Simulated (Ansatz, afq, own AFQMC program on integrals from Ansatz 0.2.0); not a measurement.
Two steps: Ansatz 0.2.0 writes the Fock matrix and Cholesky factors of the valence space, and afq projects on them the lowest state that overlaps trial and start.

```yaml
crystal:
  periodic: [false, false, false]
  atoms:
    - {symbol: Ge, position_ang: [0.000000, 0.000000, -0.220401]}
    - {symbol: B, position_ang: [0.000000, 0.000000, 1.664781]}
    - {symbol: H, position_ang: [0.000000, 1.313392, -0.986177]}
    - {symbol: H, position_ang: [0.000000, -1.313392, -0.986177]}
basis:
  gaussian: {orbitals: cc-pVTZ}
total_charge: 1
magnetization: {spin_polarized: true, initial_magnetization: 2}
correlation: {method: ccsd_t, electrons: outside_noble_gas, hamiltonian_folder: ham}
```

```sh
$ ansatz run in.yaml --threads 1 --pin off --events-out ev --progress --plain --max-ram 16896MiB --backend cuda --devices 0, --max-vram 18GiB
```

afq runs on the folder ham with

```
--method phaseless --trial cisd --walkers 800 --populations 20 --least-time 60 --time-step 0.005 --steps-per-block 50 --equilibration-blocks 28 --max-blocks 4000 --target-error 0.00017 --factor-cut 1e-05 --start spin_pure --seed 350 --release-times 0.24,0.51,0.99,1.62,2.4 --release-step 0.03 --release-every 3 --taylor-order 6
```

Times are imaginary, in 1/Eh. The walk had a cap of 229 s. With eight or more populations the least sampling time is a fifth of least-time, and the error comes from their spread. Filled inner d shells are frozen with the cores.

Log:

```
orbitals 86  electrons 5 3  factors 565 of 609
reference energy -2100.84286271 Eh
CCSD correlation -0.16113408 Eh in 12 cycles, weight of the determinant in the CISD state 0.8949
energy of the start -2101.003928 Eh
 block  time / (1/Eh)  mean weight  energy / Eh
     1     0.250  0.9997  -2101.002862
     2     0.500  0.9996  -2101.003711
     3     0.750  0.9999  -2101.004959
     4     1.000  1.0000  -2101.005963
     5     1.250  0.9997  -2101.006847
     8     2.000  0.9999  -2101.008270
    11     2.750  1.0002  -2101.009280
    17     4.250  0.9998  -2101.010656
    23     5.750  1.0004  -2101.010650
    29     7.250  0.9999  -2101.009324
    35     8.750  0.9998  -2101.011079
    41    10.250  1.0005  -2101.009968
    47    11.750  1.0009  -2101.010022
    51    12.750  0.9999  -2101.011940
    53    13.250  1.0004  -2101.010414
    59    14.750  0.9998  -2101.010603
    65    16.250  1.0000  -2101.010283
    71    17.750  0.9996  -2101.009991
    77    19.250  1.0010  -2101.009637
    83    20.750  0.9986  -2101.009613
    85    21.250  0.9997  -2101.008543
    89    22.250  1.0003  -2101.011852
    95    23.750  1.0004  -2101.009603
   101    25.250  1.0005  -2101.009901
   107    26.750  0.9998  -2101.009551
   113    28.250  0.9998  -2101.010065
   117    29.250  1.0004  -2101.011009
error from the spread of 20 populations
released: time / (1/Eh)  energy / Eh  error  mean overlap
  0.24  -2101.010440  0.000170  0.9990
  0.51  -2101.010720  0.000149  0.9922
  0.99  -2101.010824  0.000124  0.9935
  1.62  -2101.010822  0.000125  0.9928
  2.40  -2101.010823  0.000133  1.0043
energy -2101.010203 +/- 0.000169 Eh
(rows thinned)
```

The run passed its tests (sampling time, drift between the halves within three errors, error under three times the target), which doesn't prove that it has relaxed. The second half of the sampling lies above the first by 1.9 errors of their difference, so the energy may still be moving and its error bar be too small.

Against this walk (error 4.6 meV) on the same determinant: CCSD(T) 17.3 meV higher, CCSDT(Q) 26.6 meV lower. The error is statistical and leaves out the bias of the constraint. Released to 2.40 1/Eh the energy lies 17 ± 6 meV (both errors) below the phaseless value, which shows part or all of the bias of the constraint, and CCSDT(Q) lies 9.7 meV below the released value. CCSDT(Q) is the surest value here, so the walk's 27 meV above it is most likely the bias of the constraint with this trial, which can have either sign.

Cautions: constraint bias not in the error; no relativity below Rb; no spin-orbit coupling; inner d shell frozen; lower spins were not checked.

The walk took 67 s on 1 × NVIDIA H100 80GB HBM3 with 2 threads of AMD EPYC 7R13 Processor (Zen 3), with other jobs on the host (the card was shared). The log's last line is the phaseless energy.

CCSDT and higher add their correlation energy to the determinant of the CCSD(T) run, since their own runs factorise the integrals more tightly (a shift of under 2 meV). A walk keeps the symmetry of its determinant, which the program's search chose and which needn't be the lowest solution, so a lower state of the same spin and another symmetry isn't excluded.
